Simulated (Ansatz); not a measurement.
# CH2Si+ (doublet): wave-function methods side by side, def2-TZVPP

An exercise on one series of results from a longer session: the logs are not shown, and one member is left open.

Program: Ansatz 0.2.0, Gaussian basis. Level of theory: def2-TZVPP, core rule «outside noble gas», up to 6 orbitals frozen. These are calculated values, not measurements.

The runs, in order: UHF; ROHF; CCSD(T) on UHF.

2 further runs of the same task are left out: 2 set aside as unsound or not needed.

### What is computed

The geometry is a PBE0/def2-TZVP stationary point (not a proven minimum) of the parent state, kept for this charge and spin.

4 atoms, charge 1, spin multiplicity 2.

Atoms are counted from 1 here; the program's logs count them from 0.

Bond lengths: Si1–C2 1.702 Å, C2–H3 1.090 Å, C2–H4 1.090 Å. Angles: Si1–C2–H3 123.5°, Si1–C2–H4 123.5°, H3–C2–H4 113.0°.

The first run:

File in.yaml:

```yaml
crystal:
  periodic: [false, false, false]
  atoms:
    - {symbol: Si, position_ang: [0.000000, 0.000000, 0.595671]}
    - {symbol: C, position_ang: [0.000000, 0.000000, -1.106259]}
    - {symbol: H, position_ang: [0.000000, -0.909276, -1.707827]}
    - {symbol: H, position_ang: [0.000000, 0.909276, -1.707827]}
basis:
  gaussian: {orbitals: def2-TZVPP}
total_charge: 1
magnetization: {spin_polarized: true, initial_magnetization: 1}
hamiltonian: {xc: hf}
output: {orbitals: {seedname: orbitals}}
```

On the command line:

```bash
ansatz run in.yaml --threads 1 --pin off --events-out ev --progress --plain --max-ram 4096MiB --backend cpu
```

Steps of the session up to this table: UHF; ROHF; CCSD(T) on UHF.

One table of the session follows, with a row left open; its other results are not shown here.

It belongs to the step «Misses and costs». 

```
  method  from UCCSD(T) (kcal/mol)
    ROHF                   +156.20
     UHF                   +154.14
    UMP2                         ?
   UCCSD                     +5.19
UCCSD(T)                         0
```

Q: Estimate the row for UMP2 from the others.

The run gave: from UCCSD(T) (kcal/mol): +25.06. In the column «from UCCSD(T) (kcal/mol)» it lies between UCCSD (+5.19) and UHF (+154.14).
